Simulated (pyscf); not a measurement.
Insertion: `[OH][Ga]` [singlet] + `[FH]` -> `[OH][GaH][F]`

Gas phase, singlet surface, charge 0. Bonds broken: F4–H5. Bonds formed: Ga1–F4, Ga1–H5. Optimised with ωB97X-D3(BJ)/def2-SVP in PySCF. MP2 and CC: frozen core, UHF for open shells. ΔMP2 is the change of the MP2 total energy from the triple- to the quadruple-zeta basis.

Transition state (Å):

```xyz
5

Ga     0.3597    -0.0130    -0.7635
O      1.2893     1.0694     0.2836
H      2.2479     1.0772     0.1833
F     -1.5723     0.1136    -0.4271
H     -0.9819    -0.6979    -1.3462
```

One imaginary mode, 1363i cm⁻¹; descent along it reached the two sides named, in the forms told below.

| bond | change | reactant side (Å) | saddle | product side |
|---|---|---|---|---|
| F4–H5 | breaks | 0.927 | 1.361 | 2.9 |
| Ga1–F4 | forms | 2.599 | 1.965 | 1.749 |
| Ga1–H5 | forms | 2.8 | 1.615 | 1.546 |

Electronic energies relative to the separated reactants (kcal/mol):

| level | barrier | reaction energy | reverse barrier |
|---|---|---|---|
| ωB97X-D3(BJ)/def2-TZVP | 30.5 | -28.2 | 58.7 |
| PBE/def2-TZVP | 22.2 | -22.5 | 44.8 |
| r²SCAN/def2-TZVP | 22.4 | -28.9 | 51.3 |
| B3LYP-D3(BJ)/def2-TZVP | 30.5 | -21.5 | 52.0 |
| PBE0-D3(BJ)/def2-TZVP | 28.2 | -25.0 | 53.3 |
| M06-2X/def2-TZVP | 32.2 | -27.2 | 59.5 |
| ωB97M-D3(BJ)/def2-TZVP | 32.7 | -22.9 | 55.6 |
| HF/def2-TZVP | 50.2 | -25.9 | 76.2 |
| MP2/def2-QZVPP | 31.3 | -26.2 | 57.5 |
| CCSD/def2-TZVPP | 36.3 | -25.8 | 62.1 |
| CCSD(T)/def2-TZVPP | 32.5 | -26.1 | 58.6 |
| CCSD(T)/def2-TZVPP + ΔMP2(QZVPP) | 33.4 | -23.9 | 57.3 |

With CCSD(T)/def2-TZVPP + ΔMP2(QZVPP) energies and thermal terms (ideal gas, 1 atm, RRHO with modes under 100 cm⁻¹ raised to 100, one conformer, R ln 2 for chiral ones without a mode under 150 cm⁻¹), in kcal/mol:

```
T (K)   ΔH‡   ΔG‡     ΔH     ΔG
-----  ----  ----  -----  -----
298    31.4  40.6  -24.1  -14.5
600    31.3  49.9  -24.0   -4.9
900    31.6  59.2  -23.2   +4.5
1200   32.1  68.3  -22.3  +13.7
```

On the product side the descent ends in a point that may be a rotor saddle (no frequency run), 1.7 kcal/mol over the lowest minimum found and 57.0 kcal/mol under the saddle at ωB97X-D3(BJ)/def2-TZVP. One saddle was located; it need not be the lowest between these sides. The CCSD(T) − MP2 part came from Ansatz, without density fitting, on the same reference. The frozen core leaves the outer d or s,p core shells of the metals and heavy elements correlated in the MP2 and CC values, and def2-TZVPP describes them poorly, which can shift differences by a few kcal/mol. Elements up to Kr have no core potential and no relativistic terms here.
